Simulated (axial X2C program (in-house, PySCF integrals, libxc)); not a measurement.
Results of a calculation; reference values are marked as such.
**B₂⁺: input and output**

Program: an in-house relativistic program for diatomic molecules.

Input:
```json
{
 "zs": [
  5,
  5
 ],
 "q": 1,
 "bas": [
  "dyall-v3z",
  "dyall-v3z"
 ],
 "levels": [
  "PBE0",
  "HF",
  "M06"
 ],
 "cc": true,
 "r0": 1.7,
 "thr": -2.0,
 "nmax": 90,
 "npts": 10,
 "nst": 2,
 "ntry": 6
}
```
```bash
python so2c.py task.json out
```

Keys: zs atomic numbers; q charge; bas basis sets; levels methods; cc coupled cluster on or off; r0 starting distance in Å; thr threshold in hartree for freezing inner shells (an s shell follows its p shell); nmax most natural virtual spinors; npts points on the curve; nst determinants followed; ntry starts of the search. HF also brings MP2.

Output of the HF step, without spin–orbit coupling, at R = 1.629 Å for the state M_S = 3/2, Λ = 1. It starts from PBE0 orbitals of this distance.

```
spin-free X2C-1e  HF
basis functions 84  fitting functions 530  grid points 4354
iter        total energy     max residual
   1        -48.850272708     6.54e-02
   2        -48.856113940     7.53e-03
   3        -48.856516652     2.00e-03
   4        -48.856582666     6.94e-04
   5        -48.856588420     1.79e-04
   6        -48.856588719     1.87e-05
   7        -48.856588723     2.64e-06
   8        -48.856588723     3.46e-07
converged
one-electron -77.80946866  Coulomb 28.30577418  exact exchange -7.47409146  xc functional 0.00000000  nuclear repulsion 8.12119722
correlated 5  virtual 155  natural virtual 62  E(MP2) -0.069592596  MP2 remainder -0.001479109
iter   CCSD correlation   residual
   1     -0.081040070   9.15e-02
   2     -0.086559957   3.78e-02
   3     -0.087108538   1.09e-02
   4     -0.087188500   2.48e-03
   5     -0.087171215   7.24e-04
   6     -0.087180698   2.29e-04
   7     -0.087179461   8.04e-05
   8     -0.087179237   2.71e-05
   9     -0.087179208   9.01e-06
  10     -0.087179236   2.61e-06
  11     -0.087179203   8.44e-07
  12     -0.087179201   2.48e-07
(T) -0.003026890  T1 0.0198  D1 0.0325  max T2 0.086
```
Energies are in hartree; totals compare only within one Hamiltonian and basis. T1 in the output is the amplitude norm over the root of the electron number; divide by √2 for the Lee–Taylor value.
